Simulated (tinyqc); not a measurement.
Inside a calculation. Method: extended Hueckel theory, for BH. One step of it, computed by the program tinyqc.

Task: Wolfsberg-Helmholz matrix. H_ij = K' S_ij (H_ii + H_jj)/2 for i != j (the diagonal keeps H_ii), with K' = K + D^2 + D^4 (1 - K), D = (H_ii - H_jj)/(H_ii + H_jj), K = 1.75.

overlap S, order 1B 2s, 1B 2px, 1B 2py, 1B 2pz, 2H 1s:
```
[[1.000000, 0.000000, 0.000000, 0.000000, 0.436375],
 [0.000000, 1.000000, 0.000000, 0.000000, 0.000000],
 [0.000000, 0.000000, 1.000000, 0.000000, 0.000000],
 [0.000000, 0.000000, 0.000000, 1.000000, 0.495732],
 [0.436375, 0.000000, 0.000000, 0.495732, 1.000000]]
```

diagonal H_ii (eV): [-15.200000, -8.500000, -8.500000, -8.500000, -13.600000]

K = 1.750000

Give: H.

Result:

H (eV), order 1B 2s, 1B 2px, 1B 2py, 1B 2pz, 2H 1s:
```
[[-15.200, 0.000, 0.000, 0.000, -11.016],
 [0.000, -8.500, 0.000, 0.000, 0.000],
 [0.000, 0.000, -8.500, 0.000, 0.000],
 [0.000, 0.000, 0.000, -8.500, -9.866],
 [-11.016, 0.000, 0.000, -9.866, -13.600]]
```
